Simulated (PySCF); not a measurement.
Bonds (- single, = double, # triple, : aromatic): C1-C2, C2-C3, C2-N4, N4-C5, N4-C6. C1 carries H7, H8, H9; C2 carries H10; C3 carries H11, H12, H13; C5 carries H14, H15, H16; C6 carries H17, H18, H19.

Geometry: PBE0-D3(BJ)/def2-SVP; GIAO absolute shieldings from PySCF, gas phase, non-relativistic, averaged over equivalent atoms.

At PBE0/pcSseg-0 (80 basis functions, 7.4 s wall time on 1 thread of an AMD EPYC 7B13, shared host):
```
                  atoms  σ (ppm)
                     C2    139.3
                  C5/C6    151.9
                  C1/C3    174.3
                     N4    246.8
                    H10    30.47
H14/H15/H16/H17/H18/H19    30.67
   H7/H8/H9/H11/H12/H13    31.84
```

Task: Predict the values at PBE0/def2-SVP on the same geometry.

Result: 
| atoms | σ at PBE0/def2-SVP | change |
| --- | --- | --- |
| C2 | 141.6 | +2.3 |
| C5/C6 | 155.8 | +3.9 |
| C1/C3 | 177.3 | +3.0 |
| N4 | 241.5 | -5.3 |
| H10 | 28.87 | -1.60 |
| H14/H15/H16/H17/H18/H19 | 29.34 | -1.33 |
| H7/H8/H9/H11/H12/H13 | 30.49 | -1.35 |

The largest change is at N4 (amine nitrogen). Cost: 149 basis functions, 18 s wall time on 1 thread of an Arm Neoverse V1, shared host. The order of the carbon signals is the same at both levels.

The carbons averaged at δ 19.3 differ by 13 ppm in this conformer.
